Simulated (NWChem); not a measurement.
System: CS; SMILES [C-]#[S+]

Computed with NWChem. All runs use the structure optimised with PBE0/def2-SVP.

For level B3LYP/def2-TZVPD:

```yaml
highest occupied level (eV): -8.67
orbital gap (eV): 6.05
```

Problem. What are these values for level BLYP/def2-TZVPD?

Solution. 
* **highest occupied level (eV)**: -7.29
* **orbital gap (eV)**: 4.01
